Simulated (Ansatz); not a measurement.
Geometry optimisation, UKS PBE0/def2-SVP in Ansatz.

input.yaml

```yaml
crystal:
  periodic: [false, false, false]
  atoms:
    - { symbol: H, position_ang: [-0.1861, 0.285, -0.6117] }
    - { symbol: "N", position_ang: [1.0957, 0.0589, -0.2817] }
    - { symbol: C, position_ang: [1.1959, -0.1599, 1.1252] }
    - { symbol: C, position_ang: [-1.5409, 0.3751, -0.9227] }
    - { symbol: F, position_ang: [-1.9724, -0.889, -1.1533] }
    - { symbol: H, position_ang: [1.3195, -0.7984, -0.7852] }
    - { symbol: H, position_ang: [2.2486, -0.3352, 1.3753] }
    - { symbol: H, position_ang: [0.8643, 0.7368, 1.6494] }
    - { symbol: H, position_ang: [0.6302, -1.0272, 1.4943] }
    - { symbol: H, position_ang: [-1.6054, 0.9647, -1.8306] }
    - { symbol: H, position_ang: [-2.0494, 0.7893, -0.059] }
magnetization:
  spin_polarized: true
  initial_magnetization: 1
basis:
  gaussian: { orbitals: def2-SVP }
hamiltonian:
  xc: pbe0
relax:
  f_tol: 0.15
  max_steps: 25
  restrain:
    - { distance: [0, 3], at: 2.37, k: 30.0 }
    - { distance: [1, 0], at: 1.02, k: 30.0 }
```

Command:

```bash
$ ansatz run input.yaml --threads 2 --pin off --max-ram 3072MiB --backend cpu --events-out ev --progress --plain --runs-dir out
```

Question: Where does it end, and by what steps?

Answer: The forces met the threshold. The restraints hold the end off the free minimum. The force dipped under the threshold on the way, but the program's further checks kept it going. After 13 steps the energy has fallen by 0.603 eV (the restraints' own energy left out); H1 moved furthest, 0.80 Å. Joined: H1–N2.

| step | energy less start (eV) | largest force component (eV/Å) | accepted |
| --- | --- | --- | --- |
| 0 | 0.0000 | 1.337 | yes |
| 1 | -0.2494 | 2.499 | yes |
| 2 | -0.2946 | 4.794 | yes |
| 3 | -0.4887 | 0.932 | yes |
| 4 | -0.5407 | 0.282 | yes |
| 5 | -0.5502 | 0.437 | yes |
| 6 | -0.5582 | 0.164 | yes |
| 7 | -0.5637 | 0.162 | yes |
| 8 | -0.5666 | 0.280 | yes |
| 9 | -0.5772 | 0.238 | yes |
| 10 | -0.5153 | 1.321 | no |
| 11 | -0.5991 | 0.093 | yes |
| 12 | -0.5940 | 0.462 | no |
| 13 | -0.6034 | 0.064 | yes |

```xyz
11
Properties=species:S:1:pos:R:3
H 0.500 0.695 -0.603
N 1.287 0.118 -0.303
C 1.169 -0.180 1.108
C -1.815 0.322 -0.954
F -1.657 -0.993 -0.999
H 1.207 -0.739 -0.848
H 2.035 -0.774 1.442
H 1.191 0.755 1.690
H 0.256 -0.735 1.411
H -1.947 0.815 -1.923
H -2.226 0.716 -0.020
```

Time of the run: 68 s on 2 threads of Arm Neoverse N1 (shared host), peak memory 0.23 GiB.
